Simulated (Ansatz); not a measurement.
# C4H6O: basis-set convergence

Aim: see how fast density functionals converge with the basis set for C4H6O.

Method: one geometry, several basis sets; program: Ansatz 0.2.0, Gaussian basis.

Levels to be run: PBE0-D4/def2-SVP; ωB97M-V/def2-SVP; PBE0-D4/def2-QZVPP; ωB97M-V/def2-QZVPP; the functionals' def2-TZVPP values are taken from earlier runs.

### 1 Structure used throughout

The geometry comes from an earlier relaxation with PBE0-D4 in a triple-zeta def2 set; it is a stationary point, not always the lowest conformer.

SMILES `C=CC(=C)O`, 11 atoms, charge 0, spin multiplicity 1.

Atoms are counted from 1 here; the program's logs count them from 0.

Bond lengths: C1–C2 1.331 Å, C1–H6 1.082 Å, C1–H7 1.086 Å, C2–C3 1.457 Å, C2–H8 1.085 Å, C3–C4 1.335 Å, C3–O5 1.357 Å, C4–H9 1.080 Å, C4–H10 1.082 Å, O5–H11 0.961 Å. Angles: C2–C1–H6 121.1°, C2–C1–H7 123.1°, H6–C1–H7 115.8°, C1–C2–C3 125.7°, C1–C2–H8 119.5°, C3–C2–H8 114.8°, C2–C3–C4 121.9°, C2–C3–O5 118.3°, C4–C3–O5 119.8°, C3–C4–H9 119.9°, C3–C4–H10 121.1°, H9–C4–H10 118.9°, C3–O5–H11 109.0°.

As a file:

```xyz
11
charge 0, multiplicity 1
C    -1.6729   -0.6487   -0.1643
C    -0.5739   -0.2762    0.4880
C     0.6402    0.2497   -0.1228
C     1.6389    0.7492    0.6094
O     0.7302    0.2518   -1.4765
H    -2.5316   -1.0417    0.3646
H    -1.7823   -0.5591   -1.2413
H    -0.5408   -0.3568    1.5695
H     1.5516    0.7866    1.6857
H     2.5334    1.1393    0.1430
H     0.0723   -0.3511   -1.8346
```

### 2 PBE0-D4 in def2-SVP

in.yaml reads:

```yaml
crystal:
  periodic: [false, false, false]
  atoms:
    - {symbol: C, position_ang: [-1.672923, -0.648680, -0.164289]}
    - {symbol: C, position_ang: [-0.573878, -0.276243, 0.487962]}
    - {symbol: C, position_ang: [0.640228, 0.249703, -0.122779]}
    - {symbol: C, position_ang: [1.638891, 0.749247, 0.609422]}
    - {symbol: O, position_ang: [0.730162, 0.251752, -1.476462]}
    - {symbol: H, position_ang: [-2.531556, -1.041747, 0.364580]}
    - {symbol: H, position_ang: [-1.782290, -0.559112, -1.241253]}
    - {symbol: H, position_ang: [-0.540821, -0.356805, 1.569517]}
    - {symbol: H, position_ang: [1.551598, 0.786627, 1.685654]}
    - {symbol: H, position_ang: [2.533449, 1.139318, 0.142978]}
    - {symbol: H, position_ang: [0.072341, -0.351061, -1.834630]}
basis:
  gaussian: {orbitals: def2-SVP}
hamiltonian: {xc: pbe0, dispersion: d4}
output: {orbitals: {seedname: orbitals}}
```

Started as:

```bash
$ ansatz run in.yaml --threads 4 --pin off --events-out ev --progress --plain --max-ram 10444MiB
```

After this run come: ωB97M-V in def2-SVP; PBE0-D4 in def2-QZVPP; ωB97M-V in def2-QZVPP.

Before running them: what should the planned runs give, taken together? Wanted: PBE0-D4: double and triple zeta above quadruple; ωB97M-V: double and triple zeta above quadruple.

**Answer**, as computed:

```
                                       quantity          value
PBE0-D4: double and triple zeta above quadruple  7.49, 0.35 eV
ωB97M-V: double and triple zeta above quadruple  7.79, 0.34 eV
```

In words: For PBE0-D4 the step from double to triple zeta gains 7.14 eV and the next only 0.35 eV. Total energies overstate the basis error of differences, where much of it tends to cancel.
